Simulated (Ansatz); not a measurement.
Worked example: the enthalpy of formation of C3H8O (1-propanol)

C3H8O: 12 atoms, total charge 0, spin state singlet. SMILES: `CCCO`. Geometry: relaxed at PBE0-D4/def2-TZVP. This is one conformer, not always the lowest.

Total energies at BCCD(T)/cc-pVDZ, 4 core orbitals frozen (Ansatz 0.2.0); the atoms run unrestricted:

| species | state | energy (Eh) |
| --- | --- | --- |
| C3H8O | singlet | -193.821748 |
| C | triplet | -37.760374 |
| O | triplet | -74.909948 |
| H | doublet | -0.499278 |

Harmonic wavenumbers at PBE0-D4/def2-TZVP, in cm⁻¹: 134, 224, 256, 302, 465, 758, 888, 899, 1056, 1087, 1115, 1150, 1246, 1312, 1331, 1385, 1406, 1423, 1481, 1492, 1495, 1509, 2991, 3027, 3046, 3073, 3091, 3117, 3127, 3859.

Measured heats of formation of the gaseous atoms at 298.15 K, in kJ/mol: C 716.9, O 249.2, H 218.0. Spin-orbit lowering of the atoms at 298 K (mean of the ground term's levels less their thermal mean, from spectra), in kJ/mol: C 0.02, O 0.40. Take 1 Eh = 2625.50 kJ/mol, 1 cm⁻¹ = 0.0119627 kJ/mol, RT = 2.479 kJ/mol.

Problem. What heat of formation follows?

Solution. 
1. Electronic atomisation energy: 3 × (-37.760374) + (-74.909948) + 8 × (-0.499278) − (-193.821748) = 1.636454 Eh = 4296.5 kJ/mol.
2. Zero-point energy: half the sum of the wavenumbers, 23872.5 cm⁻¹ = 285.6 kJ/mol.
3. Thermal vibrational enthalpy, Σ hcν̃/(exp(hcν̃/kT) − 1): 7.1 kJ/mol. Translation, rotation and pV of a non-linear molecule: 4 RT = 9.9 kJ/mol.
4. The 12 free atoms carry 5/2 RT each: 74.4 kJ/mol.
5. Spin-orbit coupling lowers the free atoms by 3 × 0.02 + 0.40 = 0.5 kJ/mol.
6. Atomisation enthalpy at 298 K: 4296.5 − 0.5 − 285.6 − 7.1 − 9.9 + 74.4 = 4067.8 kJ/mol.
7. Sum of the atoms' heats of formation: 4143.9 kJ/mol. Heat of formation: 4143.9 − 4067.8 = +76.1 kJ/mol.

The tabulated value is -255.1 kJ/mol (CRC Handbook of Chemistry and Physics), so this level is off by +331.2 kJ/mol, or 7.5 % of the atomisation enthalpy. Coupled cluster needs large bases for atomisation: in a finite one the molecule is underbound. A double-zeta basis underbinds. Anharmonicity and any spin-orbit splitting of the molecule are left out, and so is core correlation.
